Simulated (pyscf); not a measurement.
H₃C–Sb(CH₃)–CH₃ + H atom (H•) → H₃C–Sb•–CH₃ + methane (CH₄) (substitution at C; doublet surface; C–Sb broken, C–H formed). PySCF, gas phase, ωB97X-D3(BJ)/def2-SVP geometries. Energies in eV from the separated reactants.

```tsv
level	barrier	reaction energy
PBE/def2-TZVP	0.27	-2.11
r²SCAN/def2-TZVP	…	-2.18
B3LYP-D3(BJ)/def2-TZVP	0.32	-2.21
PBE0-D3(BJ)/def2-TZVP	…	…
M06-2X/def2-TZVP	0.50	-2.32
HF/def2-TZVP	1.07	-2.22
```

Question: What belongs in the gaps?

Answer: 
- r²SCAN/def2-TZVP, barrier: 0.25
- PBE0-D3(BJ)/def2-TZVP, barrier: 0.41
- PBE0-D3(BJ)/def2-TZVP, reaction energy: -2.06

The functionals in the table span 0.26 eV in this barrier, from r²SCAN to M06-2X. Abstraction by the radical was not located in this set and often lies lower. One saddle was located; it need not be the lowest between these sides. The angle at the attacked C is 176°. Elements past Kr carry the def2 core potentials, without spin-orbit coupling.
